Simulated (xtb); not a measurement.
xtb input:

```bash
xtb mol.xyz --gfn 2 --sp --chrg 1 --uhf 0
```
mol.xyz:
```
6

O     -1.05297413    -0.43952894    -0.11430900
C     -0.11857439     0.41430461    -0.04480592
O      1.11882114     0.20945632     0.13919073
H     -0.82585003    -1.38653763    -0.01792145
H     -0.41632733     1.45466772    -0.15731837
H      1.42684761    -0.71337678     0.24502150
```

Which total energy does the run end on?

-11.30984 Eh (GFN2-xTB).

It need not be the lowest isomer of its formula.
